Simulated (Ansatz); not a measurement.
# C₄H₄O₂: one species, many methods

The task here is to estimate one member of a computed series from the others.

Method: functionals in def2-TZVPP, the program's frozen cores in correlated methods; program: Ansatz 0.2.0, Gaussian basis.

The runs, in order: PBE-D4, r2SCAN-D4, PBE0-D4, B3LYP-D4, ωB97X-V, ωB97M-V, B2PLYP; CCSD(T)/def2-TZVPP; MP2/def2-QZVPP; extrapolation to the limit.

**The geometry**

An earlier PBE0-D4 in a triple-zeta def2 set relaxation fixed the geometry.

SMILES `C#CCOC=O`, 10 atoms, charge 0, spin multiplicity 1.

Atoms are counted from 1 here; the program's logs count them from 0.

Bond lengths: C1–C2 1.199 Å, C1–H7 1.065 Å, C2–C3 1.451 Å, C3–O4 1.434 Å, C3–H8 1.092 Å, C3–H9 1.091 Å, O4–C5 1.336 Å, C5–O6 1.194 Å, C5–H10 1.099 Å. Angles: C2–C1–H7 179.5°, C1–C2–C3 179.3°, C2–C3–O4 112.0°, C2–C3–H8 110.2°, C2–C3–H9 110.5°, O4–C3–H8 109.5°, O4–C3–H9 105.2°, H8–C3–H9 109.4°, C3–O4–C5 115.7°, O4–C5–O6 126.1°, O4–C5–H10 108.8°, O6–C5–H10 125.1°.

Coordinates:

```
C    -0.3607   -1.4080    1.8583
C    -0.1101   -1.0470    0.7432
C     0.1945   -0.6269   -0.6121
O    -0.5676    0.5238   -1.0027
C    -0.0395    1.7071   -0.6758
O     0.9997    1.8824   -0.1155
H    -0.5791   -1.7209    2.8521
H     1.2602   -0.4073   -0.7076
H    -0.0801   -1.4063   -1.3238
H    -0.7171    2.5031   -1.0162
```

The first run:

Input file in.yaml:

```yaml
crystal:
  periodic: [false, false, false]
  atoms:
    - {symbol: C, position_ang: [-0.360723, -1.407984, 1.858341]}
    - {symbol: C, position_ang: [-0.110098, -1.047024, 0.743187]}
    - {symbol: C, position_ang: [0.194467, -0.626878, -0.612143]}
    - {symbol: O, position_ang: [-0.567637, 0.523778, -1.002656]}
    - {symbol: C, position_ang: [-0.039475, 1.707123, -0.675838]}
    - {symbol: O, position_ang: [0.999664, 1.882389, -0.115476]}
    - {symbol: H, position_ang: [-0.579121, -1.720882, 2.852137]}
    - {symbol: H, position_ang: [1.260158, -0.407282, -0.707604]}
    - {symbol: H, position_ang: [-0.080140, -1.406299, -1.323781]}
    - {symbol: H, position_ang: [-0.717085, 2.503057, -1.016177]}
basis:
  gaussian: {orbitals: def2-TZVPP}
hamiltonian: {xc: pbe, dispersion: d4}
output: {forces: true, orbitals: {seedname: orbitals}}
```

Started as:

```sh
$ ansatz run in.yaml --threads 2 --pin off --events-out ev --progress --plain --max-ram 22528MiB --backend cpu
```

Among the steps run: PBE-D4 (GGA); r2SCAN-D4 (meta-GGA); PBE0-D4 (hybrid); B3LYP-D4 (hybrid); ωB97X-V (range-separated); ωB97M-V (range-separated); B2PLYP (double hybrid); CCSD(T) in def2-TZVPP; MP2 in def2-QZVPP.

One table of the session follows, with a row left open; its other results are not shown here.

| method | atomisation energy (eV) |
| --- | --- |
| PBE-D4 | 48.345 |
| r2SCAN-D4 | 46.596 |
| PBE0-D4 | 46.747 |
| B3LYP-D4 | 46.338 |
| ωB97X-V | 46.326 |
| ωB97M-V | 46.496 |
| B2PLYP | ? |
| HF/def2-TZVPP | 32.104 |
| MP2/def2-TZVPP | 46.628 |
| CCSD/def2-TZVPP | 43.989 |
| CCSD(T)/def2-TZVPP | 45.008 |
| MP2/CBS | 47.889 |
| CCSD(T)/CBS | 46.268 |

Estimate the missing values for B2PLYP.

The run gave: atomisation energy (eV): 46.039. In the column «atomisation energy (eV)» it lies between CCSD(T)/def2-TZVPP (45.008) and CCSD(T)/CBS (46.268).
